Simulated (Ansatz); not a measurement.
`CCC(=O)CC` + `NC#CO` → `COC#CN` + `CCC(C)=O`  (substitution at a C–C bond)

Gas-phase electronic energies from Ansatz, PBE0-D4/def2-TZVP geometries. CCSD(T)/CBS adds triple-zeta CCSD(T) − MP2 to the extrapolated MP2 energy (def2 sets, frozen cores). Functionals use def2-TZVPP. B3LYP here is the variant with VWN-RPA as its local correlation; programs differ in this. HSE06 is defined as in plane-wave codes. Each species was taken in one conformer, which may not be the lowest.

`CCC(=O)CC`:

```xyz
16

C     0.307    0.955    2.350
C    -0.479    0.728    1.076
C     0.255   -0.104    0.049
O     1.358   -0.546    0.257
C    -0.472   -0.350   -1.254
C     0.307   -1.198   -2.236
H     0.557    0.007    2.828
H     1.247    1.468    2.142
H    -0.266    1.558    3.057
H    -1.435    0.231    1.281
H    -0.752    1.678    0.601
H    -0.722    0.628   -1.682
H    -1.440   -0.807   -1.012
H     1.261   -0.729   -2.484
H    -0.258   -1.341   -3.158
H     0.532   -2.178   -1.812
```

`NC#CO`:

Cartesian coordinates in Å:
```
N -1.011 1.093 0.557
C -0.165 0.172 0.045
C 0.617 -0.661 -0.321
O 1.423 -1.546 -0.857
H -0.824 2.043 0.274
H -1.990 0.864 0.471
H 1.950 -1.965 -0.168
```

`COC#CN`:

Cartesian coordinates in Å:
```
C 1.031 -1.736 0.488
O -0.340 -1.355 0.350
C -0.523 -0.111 0.015
C -0.727 1.032 -0.293
N -0.895 2.326 -0.641
H 1.557 -1.598 -0.459
H 1.511 -1.140 1.267
H 1.029 -2.788 0.767
H -1.300 2.471 -1.554
H -1.343 2.899 0.059
```

`CCC(C)=O`:

```xyz
13

C    -1.678   -0.884   -0.261
C    -0.188   -0.621   -0.297
C     0.214    0.701    0.315
C     1.689    1.008    0.331
O    -0.599    1.468    0.769
H    -2.048   -0.888    0.766
H    -2.224   -0.106   -0.796
H    -1.913   -1.848   -0.716
H     0.195   -0.636   -1.325
H     0.371   -1.410    0.221
H     2.096    0.970   -0.683
H     1.860    1.993    0.761
H     2.223    0.253    0.915
```

```json
{"level": "LDA (SPW92)", "ΔE (kJ/mol)": "45.1", "difference from CCSD(T)/CBS": "1.1"}
{"level": "revPBE-D4", "ΔE (kJ/mol)": "40.7", "difference from CCSD(T)/CBS": "-3.3"}
{"level": "BLYP-D4", "ΔE (kJ/mol)": "33.1", "difference from CCSD(T)/CBS": "-10.9"}
{"level": "r2SCAN-D4", "ΔE (kJ/mol)": "40.2", "difference from CCSD(T)/CBS": "-3.8"}
{"level": "B97M-V", "ΔE (kJ/mol)": "39.8", "difference from CCSD(T)/CBS": "-4.2"}
{"level": "PBE0-D4", "ΔE (kJ/mol)": "43.2", "difference from CCSD(T)/CBS": "-0.8"}
{"level": "B3LYP-D4", "ΔE (kJ/mol)": "36.0", "difference from CCSD(T)/CBS": "-8.0"}
{"level": "r2SCANh-D4", "ΔE (kJ/mol)": "41.4", "difference from CCSD(T)/CBS": "-2.6"}
{"level": "r2SCAN0-D4", "ΔE (kJ/mol)": "43.0", "difference from CCSD(T)/CBS": "-1.0"}
{"level": "HSE06-D4", "ΔE (kJ/mol)": "43.0", "difference from CCSD(T)/CBS": "-1.0"}
{"level": "BHLYP-D4", "ΔE (kJ/mol)": "37.3", "difference from CCSD(T)/CBS": "-6.7"}
{"level": "CAM-B3LYP-D4", "ΔE (kJ/mol)": "37.0", "difference from CCSD(T)/CBS": "-7.0"}
{"level": "ωB97X-V", "ΔE (kJ/mol)": "39.7", "difference from CCSD(T)/CBS": "-4.3"}
{"level": "PBE-QIDH", "ΔE (kJ/mol)": "44.6", "difference from CCSD(T)/CBS": "0.6"}
{"level": "PBE", "ΔE (kJ/mol)": "38.3", "difference from CCSD(T)/CBS": "-5.7"}
{"level": "revPBE", "ΔE (kJ/mol)": "35.7", "difference from CCSD(T)/CBS": "-8.3"}
{"level": "BLYP", "ΔE (kJ/mol)": "29.4", "difference from CCSD(T)/CBS": "-14.6"}
{"level": "r2SCAN", "ΔE (kJ/mol)": "39.6", "difference from CCSD(T)/CBS": "-4.4"}
{"level": "PBE0", "ΔE (kJ/mol)": "41.6", "difference from CCSD(T)/CBS": "-2.4"}
{"level": "B3LYP", "ΔE (kJ/mol)": "33.2", "difference from CCSD(T)/CBS": "-10.8"}
{"level": "r2SCANh", "ΔE (kJ/mol)": "40.8", "difference from CCSD(T)/CBS": "-3.2"}
{"level": "r2SCAN0", "ΔE (kJ/mol)": "42.4", "difference from CCSD(T)/CBS": "-1.6"}
{"level": "HSE06", "ΔE (kJ/mol)": "41.5", "difference from CCSD(T)/CBS": "-2.5"}
{"level": "BHLYP", "ΔE (kJ/mol)": "35.4", "difference from CCSD(T)/CBS": "-8.6"}
{"level": "CAM-B3LYP", "ΔE (kJ/mol)": "35.5", "difference from CCSD(T)/CBS": "-8.5"}
{"level": "LC-ωPBE", "ΔE (kJ/mol)": "43.3", "difference from CCSD(T)/CBS": "-0.7"}
{"level": "HF/def2-SVP", "ΔE (kJ/mol)": "33.7", "difference from CCSD(T)/CBS": "-10.3"}
{"level": "MP2/def2-SVP", "ΔE (kJ/mol)": "46.7", "difference from CCSD(T)/CBS": "2.7"}
{"level": "CCSD/def2-SVP", "ΔE (kJ/mol)": "42.9", "difference from CCSD(T)/CBS": "-1.1"}
{"level": "CCSD(T)/def2-SVP", "ΔE (kJ/mol)": "42.7", "difference from CCSD(T)/CBS": "-1.3"}
{"level": "HF/def2-TZVPP", "ΔE (kJ/mol)": "31.4", "difference from CCSD(T)/CBS": "-12.6"}
{"level": "MP2/def2-TZVPP", "ΔE (kJ/mol)": "45.0", "difference from CCSD(T)/CBS": "1.0"}
{"level": "SCS-MP2/def2-TZVPP", "ΔE (kJ/mol)": "40.3", "difference from CCSD(T)/CBS": "-3.7"}
{"level": "CCSD/def2-TZVPP", "ΔE (kJ/mol)": "42.1", "difference from CCSD(T)/CBS": "-1.9"}
{"level": "CCSD(T)/def2-TZVPP", "ΔE (kJ/mol)": "42.3", "difference from CCSD(T)/CBS": "-1.7"}
{"level": "MP2/def2-QZVPP", "ΔE (kJ/mol)": "45.8", "difference from CCSD(T)/CBS": "1.8"}
{"level": "SCS-MP2/def2-QZVPP", "ΔE (kJ/mol)": "41.3", "difference from CCSD(T)/CBS": "-2.7"}
{"level": "HF/CBS(def2)", "ΔE (kJ/mol)": "31.0", "difference from CCSD(T)/CBS": "-13.0"}
{"level": "MP2/CBS(def2)", "ΔE (kJ/mol)": "46.7", "difference from CCSD(T)/CBS": "2.7"}
{"level": "CCSD/CBS(def2)", "ΔE (kJ/mol)": "43.8", "difference from CCSD(T)/CBS": "-0.2"}
{"level": "CCSD(T)/CBS", "ΔE (kJ/mol)": "44.0", "difference from CCSD(T)/CBS": "0"}
```

Largest T1 diagnostic among the species: 0.013.

From PBE to PBE0 (25 % exact exchange), in def2-TZVPP and without D4, ΔE moves by +3.3 kJ/mol. Leaving LDA and LC-ωPBE aside and taking each functional with its dispersion term where it has one, the values spread over 11.5 kJ/mol, from BLYP-D4 to PBE-QIDH. LDA lies +6.8 kJ/mol from PBE without D4.
